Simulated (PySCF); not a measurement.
# UB3LYP/STO-3G run of BNH2 (SMILES B[N])

Aim: the energy change on altering one bond length of BNH2 at UB3LYP/STO-3G, from 2 runs. Input form: a Python script.

The results are computed with PySCF 2.14.0.

11 further runs of the same task are left out: 4 that didn't finish, 7 set aside as unsound or not needed.

## Step 1: Starting point

BNH2: 4 atoms, total charge 0, spin state triplet. SMILES: `B[N]`. The coordinates come from a GFN2-xTB relaxation.

Bond lengths: B1–N2 1.312 Å, B1–H3 1.184 Å, B1–H4 1.184 Å. Angles: N2–B1–H3 118.7°, N2–B1–H4 118.7°, H3–B1–H4 122.6°.

## Step 2: A single-point energy at UB3LYP/STO-3G

input.py reads:

```python
from pyscf import gto, dft

molecule = gto.Mole()
molecule.atom = [
    ('B', (-0.035750, 0.006580, -0.023930)),
    ('N', (1.041780, -0.191660, 0.697680)),
    ('H', (-1.056920, -0.473990, 0.334600)),
    ('H', (0.050890, 0.659060, -1.008340)),
]
molecule.max_memory = 1860
molecule.verbose = 3
molecule.basis = 'sto-3g'
molecule.spin = 2
molecule.build()

calc0 = dft.UKS(molecule, xc='b3lyp')
calc0.conv_tol = 1e-10
calc0.grids.level = 5
calc0.kernel()
if not calc0.converged:
    calc0 = calc0.newton().run(calc0.mo_coeff, calc0.mo_occ)

e_tot = calc0.e_tot
print('Final energy', e_tot)
```

The run is started by

```
$ OMP_NUM_THREADS=1 python input.py
```

Output:

```text
WARN: HOMO -0.169663033106442 >= LUMO -0.268846083185502

converged SCF energy = -79.6196470248902  <S^2> = 2.0020296  2S+1 = 3.0013527
Final energy -79.6196470248902
```

Run time: 2.7 s. Hardware: 1 thread of Arm Neoverse V1, shared host; peak memory 0.17 GiB.

## Step 3: The distorted shape

calc.py reads:

```python
from pyscf import gto, dft

mol = gto.Mole()
mol.atom = [
    ('B', (-1.975279, 0.363407, -1.322811)),
    ('N', (1.041780, -0.191660, 0.697680)),
    ('H', (-2.996449, -0.117163, -0.964281)),
    ('H', (-1.888639, 1.015887, -2.307221)),
]
mol.spin = 2
mol.max_memory = 1860
mol.basis = 'sto-3g'
mol.verbose = 3
mol.build()

myscf = dft.UKS(mol)
myscf.xc = 'b3lyp'
myscf.conv_tol = 1e-10
myscf.grids.level = 5
myscf.kernel()
if not myscf.converged:
    myscf = myscf.newton().run(myscf.mo_coeff, myscf.mo_occ)

e_final = myscf.e_tot
print('E = %.10f Eh' % e_final)
```

The run is started by

```
$ OMP_NUM_THREADS=1 python calc.py
```

Output:

```text
WARN: HOMO -0.144683582490575 >= LUMO -0.144692644056269

WARN: HOMO 0.199619578567182 >= LUMO -0.0688053227123152

converged SCF energy = -79.4807750060484  <S^2> = 2.9932054  2S+1 = 3.6017804
E = -79.4807750060 Eh
```

Run time: 3.6 s. Hardware: 1 thread of Arm Neoverse V1, shared host; peak memory 0.17 GiB.

## Step 4: Summary of results

Level: UB3LYP/STO-3G.

```
                                                         quantity         value
                                        first shape: total energy  -79.61965 Eh
                                       first shape: dipole moment        0.73 D
                  first shape: HOMO energy (highest over α and β)      -5.62 eV
                   first shape: LUMO energy (lowest over α and β)      -3.47 eV
                                                first shape: ⟨S²⟩         2.002
                                    distorted shape: total energy  -79.48078 Eh
                                   distorted shape: dipole moment        0.07 D
              distorted shape: HOMO energy (highest over α and β)      -3.79 eV
               distorted shape: LUMO energy (lowest over α and β)       0.86 eV
                                            distorted shape: ⟨S²⟩         2.993
energy change with the B1–N2 bond stretched from 1.312 to 3.673 Å      3.779 eV
```

In words: With the B1–N2 bond stretched from 1.312 to 3.673 Å the energy rises by 3.78 eV (87 kcal/mol). The first shape isn't relaxed at this level, so the change isn't measured from a minimum. The minimal basis adds a large error of its own. ⟨S²⟩ (distorted shape) is 2.99 where a pure triplet has 2.00: the reference is spin-contaminated.
